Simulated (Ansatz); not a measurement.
`C[SiH3]` → `[CH2]` (triplet) + SiH₄ at 600 K and 1 bar (formal loss of a carbene).

Calculated with Ansatz (gas phase, PBE0-D4/def2-TZVP geometries, no zero-point term in ΔE). CCSD(T)/CBS is extrapolated from def2-TZVPP and def2-QZVPP, frozen cores. Triplets are unrestricted, without spin–orbit coupling.

```json
{"species": "`C[SiH3]`", "CCSD(T)/CBS energy (Eh)": "-330.73376", "H − E (kJ/mol)": "199.7", "S (J/(mol·K))": "315.0"}
{"species": "`[CH2]` (triplet)", "CCSD(T)/CBS energy (Eh)": "-39.09310", "H − E (kJ/mol)": "66.5", "S (J/(mol·K))": "220.8"}
{"species": "SiH₄", "CCSD(T)/CBS energy (Eh)": "-291.45988", "H − E (kJ/mol)": "108.7", "S (J/(mol·K))": "242.3"}
```

H − E and S are ideal-gas, rigid-rotor, harmonic terms from PBE0-D4/def2-TZVP, with the whole ground term of open shells counted as degenerate. 1 Eh = 2625.50 kJ/mol, R = 8.31446 J/(mol·K).

Task: By hand: ΔE, ΔH, ΔS and ΔG.

Result: ΔE = (-39.09310) + (-291.45988) − (-330.73376) = 0.18078 Eh = 474.6 kJ/mol. Δ(H − E) = 66.5 + 108.7 − 199.7 = -24.5, so ΔH = 450.1 kJ/mol. ΔS = 220.8 + 242.3 − 315.0 = 148.1 J/(mol·K). ΔG = 450.1 − 600 × (148.1)/1000 = 361.2 kJ/mol.

Task: By hand: the equilibrium constant, and the temperature at which ΔG would vanish if ΔH and ΔS stayed fixed.

Result: log₁₀ K = −ΔG/(RT ln 10) = -31.4. ΔG = 0 at ΔH/ΔS = 3039 K, far beyond where these terms or the molecules hold.

The number of gas molecules changes by +1, which sets the sign of ΔS. A doubt of 5 kJ/mol in ΔE shifts log₁₀ K by 0.4 here. A triplet takes part, so the spin changes. These are equilibria of isolated gas molecules and say nothing of rates. Largest T1 diagnostic: 0.011 (customary marks: 0.02 for closed shells, 0.045 for open ones).
